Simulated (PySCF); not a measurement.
Compound: C₂H₅FOS.
SMILES: `C[S@@](=O)CF`

The calculation used MP2 and CCSD/aug-cc-pVDZ in PySCF, restricted Hartree–Fock reference, frozen core, non-relativistic, gas phase, PBE0-D3(BJ)/def2-SVP geometry.

E(HF) = -650.43649 Eh.

(1) How large is the problem?

(2) What are the MP2 and CCSD correlation energies?

(3) What is the T1 diagnostic?

(4) How does correlation change the dipole moment?

Answers

(1) 164 basis functions and 50 electrons; 9 orbitals frozen, which leaves o = 16 correlated occupied and v = 139 virtual orbitals. That is o·v = 2224 singles and o·v(o·v + 1)/2 = 2474200 distinct closed-shell doubles amplitudes before symmetry; the costliest CCSD step grows as o²v⁴ = 9.6 × 10^10.

(2) MP2 -0.8511 Eh and CCSD -0.8897 Eh, which gives totals of -651.28755 and -651.32617 Eh. That is 0.757 eV for each correlated electron at CCSD (2336 kJ/mol in all, 0.137 % of the total energy); MP2 gives 95.7 % of the CCSD value.

(3) 0.0161, below the customary warning level of 0.02. It is the norm of the spatial-orbital singles amplitudes over the root of the number of correlated electrons, so the norm is 0.091.

(4) HF gives 2.91 D and CCSD (unrelaxed density) 2.61 D, a change of -0.30 D.

No triples correction and no basis-set extrapolation were made.

Shape of the structure used: `[CH3:1][S@@:2](=[O:3])[CH2:4][F:5]`: C1–S2–C4–F5 57°.

One conformer stands for the species.
